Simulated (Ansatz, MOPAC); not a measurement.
Breaking a bond: OH, doublet. Each curve is given relative to its own lowest point near equilibrium.

```
R / Å      A      B      C
-----  -----  -----  -----
0.73   157.7  255.7   80.5
0.78    84.3  139.7   49.0
0.83    36.2   66.7   26.9
0.88     9.3   24.5   11.7
0.92     0.4    7.0    4.1
0.95     0.0    1.1    0.9
0.97     2.3    0.0    0.0
1.00     9.0    1.8    0.4
1.03    19.0    7.0    2.9
1.06    31.8   15.1    7.3
1.14    74.8   46.1   28.2
1.21   117.3   80.1   55.7
1.31   177.0  132.9  106.2
```

Energies in kJ/mol.

Task: Match the curves with the methods MOPAC with PM3, unrestricted, heats of formation; PM6, unrestricted, heats of formation in MOPAC 23.2.5; CCSDT(Q)/B on ROHF/cc-pVTZ, frozen core run with Ansatz (a program for electronic structure).

Result: A is PM3; B is ROCCSDT(Q); C is PM6.

The scan ran from 0.73 to 3.95 Å; beyond the distances shown one of the unrestricted levels run for this scan, shown here or not, changes its spin distribution in one step.
